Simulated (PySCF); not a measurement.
**Static response to an electric field**

CS₂.
Cartesian coordinates in Å at the PBE0-D3(BJ)/def2-SVP level; atoms count from 1:
```xyz
3
CS2 angstrom
S     -1.5604    0.1230    0.0072
C     -0.0055    0.0713   -0.0066
S      1.5495    0.0190   -0.0205
```

Level: wB97X-D/def2-SVPD (PySCF), static field, nuclei fixed, core orbitals frozen in the response. The polarisability tensor in these axes (au):

```
x   91.07 -1.84 -0.49
y   -1.84 36.11  0.02
z   -0.49  0.02 36.05
```

Question: What are the eigenvalues, a third of the trace, and Δα (Δα² = ½Σ(αi − αj)² over the three pairs)?

Answer: Principal values 36.05, 36.05 and 91.14 au; mean 54.41 au = 8.06 Å³ = 8.97 × 10⁻⁴⁰ C²·m²/J; Δα = 55.09 au (101 % of the mean).

Question: What is the dipole moment?

Answer: 0.00 D; point group D∞h allows none.

Question: Refractivity n − 1 of an ideal gas of it at 298.15 K and 1 atm, from the electronic α?

Answer: N = p/kT = 2.4615 × 10¹⁹ cm⁻³, so n − 1 = 2π × N × 8.06 × 10⁻²⁴ cm³ = 1247 × 10⁻⁶ at long wavelengths, for an ideal gas.

Question: Molar refractivity from α?

Answer: Lorentz–Lorenz: R = (4π/3)N_A α = 2.5225 cm³/(mol·Å³) × 8.06 Å³ = 20.3 cm³/mol, in the limit of long wavelengths.

Question: Find the Langevin capture rate constant for NH4+ (18.034 u) meeting this molecule (75.944 u), k = 2.342 × 10⁻⁹ cm³/s × √(α in Å³ / reduced mass in u).

Answer: The reduced mass is 14.57 u, so k = 1.74 × 10⁻⁹ cm³/s.

Question: Rayleigh depolarisation ratio (linearly polarised light, static tensor)?

Answer: ρ = 3Δα²/(45ᾱ² + 4Δα²) = 9104.6/(133214 + 12139.4) = 0.0626.

Geometry: PBE0-D3(BJ)/def2-SVP; no solvent, vibrations or thermal averaging.

The run behind these numbers computed excited states and ΔSCF ions as well. The run took 5.4 s of wall time (grids of density and orbitals included) on Intel Xeon Platinum 8375C at 2.90 GHz, one thread, no GPU, on a shared host, and the process peaked at 0.33 GiB of memory.
